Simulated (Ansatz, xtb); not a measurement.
**Worked example: C2H4F2O → CHFO + CH3F**

Species: C2H4F2O `FCOCF`, singlet; CHFO (formyl fluoride) `O=CF`, singlet; CH3F (fluoromethane) `CF`, singlet. 

Shapes, held fixed at every level: PBE0-D4/def2-TZVP. Flexible molecules stand in one conformer, not always the lowest. Programs: Ansatz 0.2.0, xtb 6.7.1. The zero-point and thermal change to 298 K, harmonic and unscaled (PBE0-D4/def2-TZVP), is -12.7 kJ/mol.

At CCSD(T)/CBS estimate; 1 Eh = 2625.50 kJ/mol:

```
species  energy (Eh)
C2H4F2O  -353.248634
   CHFO  -213.608266
   CH3F  -139.634611
```

Question: Work out ΔH(298 K) of the reaction at this level.

Answer: 
1. Products less reactants: (-213.608266) + (-139.634611) − [(-353.248634)] = 0.005757 Eh = +15.1 kJ/mol.
2. With the thermal change: +15.1 + (-12.7) = +2.4 kJ/mol.

Other levels give -10.8 (HF/def2-TZVPP) to +41.9 kJ/mol (SPW92/def2-TZVPP). No measured value is set beside it here. The CBS estimate extrapolates MP2 from def2-TZVPP and def2-QZVPP and adds CCSD(T) − MP2 in the triple-zeta set, cores frozen.
